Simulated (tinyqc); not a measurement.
ROHF in the sto-3g basis, for NH3+, spin multiplicity 2, step by step (part 2 of 3). Computed by tinyqc, a small Python program that keeps every step (integrals from PySCF). Command: `OMP_NUM_THREADS=1 python tinyqc.py 27891 27892 out.jsonl` (the two numbers bound the seeds that draw the settings). One thread of a shared host (Intel(R) Xeon(R) Processor @ 2.60GHz), about 0.09 s of CPU time with the checks.

Geometry (angstrom):
```
atom          x          y         z
N      0.000000   0.000000  0.339000
H      1.047000   0.000000  0.000000
H     -0.523000   0.907000  0.000000
H     -0.523000  -0.907000  0.000000
```

## Iteration 1: Roothaan effective Fock matrix

F(alpha) (hartree), lower triangle:
```
             1N 1s      1N 2s     1N 2px     1N 2py     1N 2pz      2H 1s      3H 1s      4H 1s
1N 1s   -16.828338
1N 2s    -4.194693  -2.782845
1N 2px   -0.000009  -0.000099  -0.952239
1N 2py    0.000000   0.000000   0.000000  -0.952437
1N 2pz    0.009772   0.106052   0.000030   0.000000  -0.828840
2H 1s    -0.870011  -1.122277  -0.571339   0.000000   0.213698  -0.911184
3H 1s    -0.870036  -1.122261   0.285341  -0.494955   0.213689  -0.396834  -0.911162
4H 1s    -0.870036  -1.122261   0.285341   0.494955   0.213689  -0.396834  -0.396486  -0.911162
```

F(beta) (hartree), lower triangle:
```
             1N 1s      1N 2s     1N 2px     1N 2py     1N 2pz      2H 1s      3H 1s      4H 1s
1N 1s   -15.971896
1N 2s    -4.050325  -2.541093
1N 2px   -0.000008  -0.000088  -0.812020
1N 2py    0.000000   0.000000   0.000000  -0.812197
1N 2pz    0.008457   0.094158   0.000027   0.000000  -0.701902
2H 1s    -0.837396  -1.011684  -0.508513   0.000000   0.189599  -0.783229
3H 1s    -0.837421  -1.011671   0.253965  -0.440528   0.189591  -0.354135  -0.783210
4H 1s    -0.837421  -1.011671   0.253965   0.440528   0.189591  -0.354135  -0.353826  -0.783210
```

D(alpha) at the start, lower triangle:
```
            1N 1s      1N 2s     1N 2px     1N 2py     1N 2pz     2H 1s     3H 1s     4H 1s
1N 1s    1.063552
1N 2s   -0.238222   1.028112
1N 2px   0.000004  -0.000016   0.462834
1N 2py   0.000000   0.000000   0.000000   0.462792
1N 2pz  -0.004142   0.016882   0.000006   0.000000   0.490129
2H 1s   -0.007155   0.022637   0.030371   0.000000  -0.003990  0.482675
3H 1s   -0.007156   0.022644  -0.015183   0.026309  -0.003992  0.025863  0.482676
4H 1s   -0.007156   0.022644  -0.015183  -0.026309  -0.003992  0.025863  0.025828  0.482676
```

D(beta) at the start, lower triangle:
```
            1N 1s      1N 2s     1N 2px     1N 2py     1N 2pz     2H 1s     3H 1s     4H 1s
1N 1s    0.850842
1N 2s   -0.190578   0.822490
1N 2px   0.000003  -0.000013   0.370267
1N 2py   0.000000   0.000000   0.000000   0.370234
1N 2pz  -0.003313   0.013505   0.000005   0.000000   0.392103
2H 1s   -0.005724   0.018109   0.024297   0.000000  -0.003192  0.386140
3H 1s   -0.005725   0.018115  -0.012147   0.021047  -0.003194  0.020691  0.386141
4H 1s   -0.005725   0.018115  -0.012147  -0.021047  -0.003194  0.020691  0.020663  0.386141
```

overlap S, lower triangle:
```
           1N 1s     1N 2s     1N 2px     1N 2py     1N 2pz     2H 1s     3H 1s     4H 1s
1N 1s   1.000000
1N 2s   0.235038  1.000000
1N 2px  0.000000  0.000000   1.000000
1N 2py  0.000000  0.000000   0.000000   1.000000
1N 2pz  0.000000  0.000000   0.000000   0.000000   1.000000
2H 1s   0.047382  0.441262   0.387890   0.000000  -0.125592  1.000000
3H 1s   0.047384  0.441271  -0.193765   0.336032  -0.125595  0.160763  1.000000
4H 1s   0.047384  0.441271  -0.193765  -0.336032  -0.125595  0.160763  0.160552  1.000000
```

With projectors Pc = D(beta) S, Po = (D(alpha) - D(beta)) S, Pv = 1 - D(alpha) S, the block xy is Px^T F Py; with Fc = (F(alpha) + F(beta))/2, the blocks are Fc for cc, oo, vv and cv, F(beta) for co and F(alpha) for ov.

effective F (hartree), lower triangle:
```
             1N 1s      1N 2s     1N 2px     1N 2py     1N 2pz      2H 1s      3H 1s      4H 1s
1N 1s   -16.258280
1N 2s    -4.087939  -2.563398
1N 2px   -0.000006  -0.000081  -0.879115
1N 2py    0.000000   0.000000   0.000000  -0.879296
1N 2pz    0.006683   0.088817   0.000026   0.000000  -0.764995
2H 1s    -0.844648  -1.006169  -0.536773   0.000000   0.194464  -0.807048
3H 1s    -0.844674  -1.006163   0.268089  -0.465013   0.194457  -0.338324  -0.807036
4H 1s    -0.844674  -1.006163   0.268089   0.465013   0.194457  -0.338324  -0.338006  -0.807036
```

## Iteration 1: diagonalisation and new density

X:
```
                1          2          3          4          5          6          7          8
1N 1s   -0.329489   0.000000   0.000111   0.757111   0.609991  -0.000148   0.000000   0.142449
1N 2s    1.313055   0.000000  -0.000345  -0.156205   0.198377  -0.000226   0.000000   0.430471
1N 2px   0.000488   0.000000   0.975284   0.000065   0.000075   0.645285   0.000000   0.000158
1N 2py   0.000000   0.975659   0.000000   0.000000   0.000000   0.000000   0.645083   0.000000
1N 2pz  -0.341002   0.000000   0.000086  -0.657694   0.712718   0.000041   0.000000  -0.113124
2H 1s   -0.609849   0.000000  -0.942368  -0.125842  -0.100283   0.445119   0.000000   0.304556
3H 1s   -0.609569  -0.816209   0.471365  -0.125947  -0.100387  -0.222619   0.385551   0.304427
4H 1s   -0.609569   0.816209   0.471365  -0.125947  -0.100387  -0.222619  -0.385551   0.304427
```

Diagonalise F' = X^T F X, C = X C', fill 5 alpha and 4 beta electrons from the bottom; D(s) = C_occ C_occ^T. Each column has its largest component positive (the first on a tie).

F' = X^T F X (hartree), lower triangle:
```
           1          2          3          4          5          6          7          8
1  -0.411357
2   0.000000   0.019293
3   0.000216   0.000000   0.019060
4   1.256841   0.000000  -0.000565  -8.344019
5   0.968569   0.000000  -0.000467  -6.970426  -7.195277
6  -0.000209   0.000000  -0.118283   0.002237   0.002110  -0.967753
7   0.000000  -0.118379   0.000000   0.000000   0.000000   0.000000  -0.967963
8  -0.060976   0.000000  -0.000129  -3.073546  -2.950547   0.001040   0.000000  -2.788719
```

orbital energies (hartree): MO1 -16.264011, MO2 -1.657862, MO3 -0.981959, MO4 -0.981732, MO5 -0.770431, MO6 -0.047067, MO7 0.033040, MO8 0.033289

coefficients C:
```
              MO1        MO2        MO3        MO4        MO5        MO6        MO7        MO8
1N 1s    0.994540  -0.240682   0.000000   0.000048  -0.052528  -0.156093   0.000133   0.000000
1N 2s    0.024959   0.896697   0.000000  -0.000223   0.270923   1.046462  -0.000909   0.000000
1N 2px   0.000002   0.000093   0.000000   0.755296   0.000106  -0.000502  -0.892804   0.000000
1N 2py   0.000000   0.000000   0.755176   0.000000   0.000000   0.000000   0.000000   0.893169
1N 2pz  -0.002078  -0.083429   0.000000  -0.000073   0.944059  -0.413998   0.000346   0.000000
2H 1s   -0.004210   0.085836   0.000000   0.331516  -0.098348  -0.687002   0.988847   0.000000
3H 1s   -0.004210   0.085828   0.287051  -0.165674  -0.098444  -0.688391  -0.493487  -0.855832
4H 1s   -0.004210   0.085828  -0.287051  -0.165674  -0.098444  -0.688391  -0.493487   0.855832
```

D(alpha) after iteration 1, lower triangle:
```
            1N 1s      1N 2s     1N 2px     1N 2py     1N 2pz      2H 1s      3H 1s     4H 1s
1N 1s    1.049796
1N 2s   -0.205227   0.878088
1N 2px   0.000010  -0.000056   0.570472
1N 2py   0.000000   0.000000   0.000000   0.570290
1N 2pz  -0.031577   0.180905   0.000038   0.000000   0.898213
2H 1s   -0.019665   0.050145   0.250390   0.000000  -0.100023   0.126961
3H 1s   -0.019681   0.050223  -0.125135   0.216774  -0.100077  -0.037857   0.126922
4H 1s   -0.019681   0.050223  -0.125135  -0.216774  -0.100077  -0.037857  -0.037875  0.126922
```

D(beta) after iteration 1, lower triangle:
```
            1N 1s      1N 2s     1N 2px     1N 2py     1N 2pz      2H 1s      3H 1s     4H 1s
1N 1s    1.047037
1N 2s   -0.190996   0.804689
1N 2px   0.000016  -0.000085   0.570472
1N 2py   0.000000   0.000000   0.000000   0.570290
1N 2pz   0.018013  -0.074862  -0.000063   0.000000   0.006965
2H 1s   -0.024831   0.076790   0.250400   0.000000  -0.007177   0.117288
3H 1s   -0.024852   0.076893  -0.125125   0.216774  -0.007140  -0.047539   0.117230
4H 1s   -0.024852   0.076893  -0.125125  -0.216774  -0.007140  -0.047539  -0.047566  0.117230
```

## Iteration 2: building the Fock matrix

core Hamiltonian H = T + V (hartree), lower triangle:
```
             1N 1s      1N 2s     1N 2px     1N 2py     1N 2pz      2H 1s      3H 1s      4H 1s
1N 1s   -25.637760
1N 2s    -5.900416  -7.680409
1N 2px   -0.000012  -0.000140  -6.371065
1N 2py    0.000000   0.000000   0.000000  -6.371253
1N 2pz    0.012379   0.147106   0.000029   0.000000  -6.253993
2H 1s    -1.199184  -2.871860  -2.142600   0.000000   0.731582  -4.346007
3H 1s    -1.199223  -2.871867   1.070219  -1.856115   0.731581  -0.919092  -4.345912
4H 1s    -1.199223  -2.871867   1.070219   1.856115   0.731581  -0.919092  -0.918068  -4.345912
```

nuclear repulsion = 10.97327178 hartree

Given earlier and not repeated: Two-electron integrals (ij|kl) in chemists' order.

J_ij = sum D_kl (ij|kl) with D = D(alpha) + D(beta), K_ij = sum D_kl (ik|jl) for each spin; F = H + J - K(s); E = tr D H + tr D J / 2 - 0.5 sum_s tr D(s) K(s) + E_nn.

Coulomb J (hartree), lower triangle:
```
            1N 1s      1N 2s     1N 2px     1N 2py     1N 2pz     2H 1s     3H 1s     4H 1s
1N 1s   14.234394
1N 2s    2.629735   6.473177
1N 2px   0.000004   0.000055   6.492104
1N 2py   0.000000   0.000000   0.000000   6.492137
1N 2pz  -0.006194  -0.066447  -0.000015   0.000000   6.414802
2H 1s    0.533209   2.399582   1.946551   0.000000  -0.645429  4.092262
3H 1s    0.533226   2.399601  -0.972333   1.686283  -0.645434  0.757392  4.092182
4H 1s    0.533226   2.399601  -0.972333  -1.686283  -0.645434  0.757392  0.756516  4.092182
```

exchange K(alpha) (hartree), lower triangle:
```
            1N 1s     1N 2s     1N 2px     1N 2py     1N 2pz     2H 1s     3H 1s     4H 1s
1N 1s    4.251472
1N 2s    0.716706  1.147911
1N 2px   0.000002  0.000010   0.872550
1N 2py   0.000000  0.000000   0.000000   0.872544
1N 2pz  -0.000975  0.023890   0.000005   0.000000   0.956934
2H 1s    0.152150  0.464847   0.369211   0.000000  -0.124043  0.490613
3H 1s    0.152153  0.464858  -0.184443   0.319808  -0.124059  0.134269  0.490592
4H 1s    0.152153  0.464858  -0.184443  -0.319808  -0.124059  0.134269  0.134107  0.490592
```

exchange K(beta) (hartree), lower triangle:
```
            1N 1s      1N 2s     1N 2px     1N 2py     1N 2pz     2H 1s     3H 1s     4H 1s
1N 1s    4.230029
1N 2s    0.687363   0.984996
1N 2px   0.000002  -0.000003   0.829600
1N 2py   0.000000   0.000000   0.000000   0.829595
1N 2pz  -0.002158  -0.102364  -0.000071   0.000000   0.231230
2H 1s    0.144773   0.427251   0.359692   0.000000  -0.073614  0.460253
3H 1s    0.144775   0.427262  -0.179679   0.311554  -0.073572  0.115545  0.460204
4H 1s    0.144775   0.427262  -0.179679  -0.311554  -0.073572  0.115545  0.115382  0.460204
```

F(alpha) (hartree), lower triangle:
```
             1N 1s      1N 2s     1N 2px     1N 2py     1N 2pz      2H 1s      3H 1s      4H 1s
1N 1s   -15.654838
1N 2s    -3.987387  -2.355143
1N 2px   -0.000010  -0.000095  -0.751510
1N 2py    0.000000   0.000000   0.000000  -0.751661
1N 2pz    0.007160   0.056769   0.000009   0.000000  -0.796124
2H 1s    -0.818125  -0.937126  -0.565260   0.000000   0.210196  -0.744358
3H 1s    -0.818150  -0.937124   0.282330  -0.489640   0.210206  -0.295970  -0.744321
4H 1s    -0.818150  -0.937124   0.282330   0.489640   0.210206  -0.295970  -0.295659  -0.744321
```

F(beta) (hartree), lower triangle:
```
             1N 1s      1N 2s     1N 2px     1N 2py     1N 2pz      2H 1s      3H 1s      4H 1s
1N 1s   -15.633395
1N 2s    -3.958044  -2.192228
1N 2px   -0.000010  -0.000082  -0.708561
1N 2py    0.000000   0.000000   0.000000  -0.708711
1N 2pz    0.008343   0.183022   0.000085   0.000000  -0.070420
2H 1s    -0.810748  -0.899529  -0.555741   0.000000   0.159767  -0.713999
3H 1s    -0.810772  -0.899528   0.277565  -0.481386   0.159719  -0.277245  -0.713934
4H 1s    -0.810772  -0.899528   0.277565   0.481386   0.159719  -0.277245  -0.276934  -0.713934
```

total energy of this density = -55.13719871 hartree

## Iteration 2: Roothaan effective Fock matrix

As before.

effective F (hartree), lower triangle:
```
             1N 1s      1N 2s     1N 2px     1N 2py     1N 2pz      2H 1s      3H 1s      4H 1s
1N 1s   -15.644136
1N 2s    -3.972360  -2.265239
1N 2px   -0.000010  -0.000086  -0.730035
1N 2py    0.000000   0.000000   0.000000  -0.730186
1N 2pz    0.011211   0.151189   0.000042   0.000000  -0.448601
2H 1s    -0.814910  -0.922063  -0.560499   0.000000   0.190531  -0.730391
3H 1s    -0.814935  -0.922068   0.279949  -0.485513   0.190504  -0.287819  -0.730338
4H 1s    -0.814935  -0.922068   0.279949   0.485513   0.190504  -0.287819  -0.287508  -0.730338
```

## Iteration 2: diagonalisation and new density

As before.

F' = X^T F X (hartree), lower triangle:
```
           1          2          3          4          5          6          7          8
1  -0.123557
2   0.000000   0.261440
3   0.000207   0.000000   0.261142
4   1.164064   0.000000  -0.000521  -7.867473
5   0.926434   0.000000  -0.000449  -6.861414  -6.758669
6  -0.000184   0.000000  -0.034735   0.002165   0.002045  -0.918345
7   0.000000  -0.034857   0.000000   0.000000   0.000000   0.000000  -0.918519
8  -0.002898   0.000000  -0.000127  -3.011033  -2.845088   0.000960   0.000000  -2.584898
```

orbital energies (hartree): MO1 -15.651594, MO2 -1.410712, MO3 -0.919548, MO4 -0.919366, MO5 -0.436576, MO6 0.164285, MO7 0.262164, MO8 0.262468

coefficients C:
```
              MO1        MO2        MO3        MO4        MO5        MO6        MO7        MO8
1N 1s    0.993653  -0.228695   0.000000   0.000062  -0.073670  -0.170548  -0.000136   0.000000
1N 2s    0.029285   0.812052   0.000000  -0.000266   0.355332   1.089323   0.000892   0.000000
1N 2px   0.000003   0.000126   0.000000   0.673690   0.000079  -0.000526   0.955883   0.000000
1N 2py   0.000000   0.000000   0.673586   0.000000   0.000000   0.000000   0.000000   0.956203
1N 2pz  -0.002971  -0.130449   0.000000  -0.000022   0.928191  -0.437085  -0.000351   0.000000
2H 1s   -0.005558   0.132423   0.000000   0.417288  -0.102479  -0.679017  -0.955766   0.000000
3H 1s   -0.005558   0.132387   0.361304  -0.208582  -0.102560  -0.680316   0.476993  -0.827228
4H 1s   -0.005558   0.132387  -0.361304  -0.208582  -0.102560  -0.680316   0.476993   0.827228
```

D(alpha) after iteration 2, lower triangle:
```
            1N 1s      1N 2s     1N 2px     1N 2py     1N 2pz      2H 1s      3H 1s     4H 1s
1N 1s    1.045074
1N 2s   -0.182790   0.786547
1N 2px   0.000010  -0.000049   0.453858
1N 2py   0.000000   0.000000   0.000000   0.453718
1N 2pz  -0.041498   0.223798   0.000042   0.000000   0.878564
2H 1s   -0.028232   0.070846   0.281131   0.000000  -0.112387   0.202198
3H 1s   -0.028256   0.070955  -0.140511   0.243369  -0.112443  -0.058967   0.202122
4H 1s   -0.028256   0.070955  -0.140511  -0.243369  -0.112443  -0.058967  -0.058958  0.202122
```

D(beta) after iteration 2, lower triangle:
```
            1N 1s      1N 2s     1N 2px     1N 2py     1N 2pz      2H 1s      3H 1s     4H 1s
1N 1s    1.039647
1N 2s   -0.156613   0.660286
1N 2px   0.000015  -0.000077   0.453858
1N 2py   0.000000   0.000000   0.000000   0.453718
1N 2pz   0.026881  -0.106019  -0.000031   0.000000   0.017026
2H 1s   -0.035781   0.107260   0.281139   0.000000  -0.017267   0.191696
3H 1s   -0.035811   0.107397  -0.140503   0.243369  -0.017249  -0.069477   0.191604
4H 1s   -0.035811   0.107397  -0.140503  -0.243369  -0.017249  -0.069477  -0.069477  0.191604
```

## Iteration 10 (converged): orbitals

converged F (hartree), lower triangle:
```
             1N 1s      1N 2s     1N 2px     1N 2py     1N 2pz      2H 1s      3H 1s      4H 1s
1N 1s   -15.889716
1N 2s    -4.022916  -2.340193
1N 2px   -0.000007  -0.000074  -0.803899
1N 2py    0.000000   0.000000   0.000000  -0.804069
1N 2pz    0.009742   0.150718   0.000027   0.000000  -0.569407
2H 1s    -0.824579  -0.952490  -0.586586   0.000000   0.210953  -0.777941
3H 1s    -0.824604  -0.952505   0.293002  -0.508119   0.210948  -0.299086  -0.777923
4H 1s    -0.824604  -0.952505   0.293002   0.508119   0.210948  -0.299086  -0.298781  -0.777923
```

As before.

F' = X^T F X (hartree), lower triangle:
```
           1          2          3          4          5          6          7          8
1  -0.167821
2   0.000000   0.214740
3   0.000211   0.000000   0.214477
4   1.190842   0.000000  -0.000534  -8.040245
5   0.944172   0.000000  -0.000453  -6.917577  -6.931710
6  -0.000202   0.000000  -0.051566   0.002198   0.002050  -0.982377
7   0.000000  -0.051706   0.000000   0.000000   0.000000   0.000000  -0.982549
8  -0.010733   0.000000  -0.000132  -3.056646  -2.864090   0.000993   0.000000  -2.661594
```

orbital energies (hartree): MO1 -15.896729, MO2 -1.480081, MO3 -0.984778, MO4 -0.984594, MO5 -0.556488, MO6 0.131928, MO7 0.216694, MO8 0.216969

coefficients C:
```
              MO1        MO2        MO3        MO4        MO5        MO6        MO7        MO8
1N 1s    0.993890  -0.228121   0.000000   0.000048  -0.075231  -0.169246   0.000164   0.000000
1N 2s    0.028230   0.814170   0.000000  -0.000206   0.358818   1.086623  -0.001074   0.000000
1N 2px   0.000002   0.000101   0.000000   0.686592   0.000049  -0.000686  -0.946658   0.000000
1N 2py   0.000000   0.000000   0.686501   0.000000   0.000000   0.000000   0.000000   0.946973
1N 2pz  -0.002782  -0.143016   0.000000   0.000001   0.928858  -0.431705   0.000413   0.000000
2H 1s   -0.005359   0.129740   0.000000   0.404287  -0.097665  -0.680083   0.961453   0.000000
3H 1s   -0.005359   0.129730   0.350043  -0.202094  -0.097730  -0.681620  -0.479663  -0.832055
4H 1s   -0.005359   0.129730  -0.350043  -0.202094  -0.097730  -0.681620  -0.479663   0.832055
```

D(alpha) after iteration 10, lower triangle:
```
            1N 1s      1N 2s     1N 2px     1N 2py     1N 2pz      2H 1s      3H 1s     4H 1s
1N 1s    1.045517
1N 2s   -0.184665   0.792420
1N 2px   0.000008  -0.000042   0.471409
1N 2py   0.000000   0.000000   0.000000   0.471284
1N 2pz  -0.040019   0.216772   0.000032   0.000000   0.883238
2H 1s   -0.027556   0.070352   0.277588   0.000000  -0.109256   0.189848
3H 1s   -0.027577   0.070445  -0.138748   0.240305  -0.109316  -0.055299   0.189782
4H 1s   -0.027577   0.070445  -0.138748  -0.240305  -0.109316  -0.055299  -0.055279  0.189782
```

D(beta) after iteration 10, lower triangle:
```
            1N 1s      1N 2s     1N 2px     1N 2py     1N 2pz      2H 1s      3H 1s     4H 1s
1N 1s    1.039857
1N 2s   -0.157671   0.663670
1N 2px   0.000012  -0.000059   0.471409
1N 2py   0.000000   0.000000   0.000000   0.471284
1N 2pz   0.029860  -0.116518  -0.000014   0.000000   0.020461
2H 1s   -0.034903   0.105396   0.277593   0.000000  -0.018540   0.180309
3H 1s   -0.034929   0.105513  -0.138743   0.240305  -0.018539  -0.064844   0.180231
4H 1s   -0.034929   0.105513  -0.138743  -0.240305  -0.018539  -0.064844  -0.064830  0.180231
```

## Convergence

Stop when the energy changes by less than 1e-09 hartree and every element of the error matrix X^T (F D S - S D F) X is below 9e-06.

Course of the cycle:
```
iteration   E (hartree)     change  largest element of the error matrix
1          -51.55458549          -                             1.24e+00
2          -55.13719871  -3.58e+00                             2.07e-01
3          -55.18324896  -4.61e-02                             3.56e-02
4          -55.18441928  -1.17e-03                             6.06e-03
5          -55.18445799  -3.87e-05                             1.28e-03
6          -55.18445995  -1.97e-06                             3.76e-04
7          -55.18446011  -1.59e-07                             7.73e-05
8          -55.18446013  -1.64e-08                             3.54e-05
9          -55.18446013  -1.82e-09                             1.07e-05
10         -55.18446013  -2.07e-10                             3.86e-06
```

PySCF ROHF in the same basis = -55.18446013 hartree

Converged in 10 iterations.
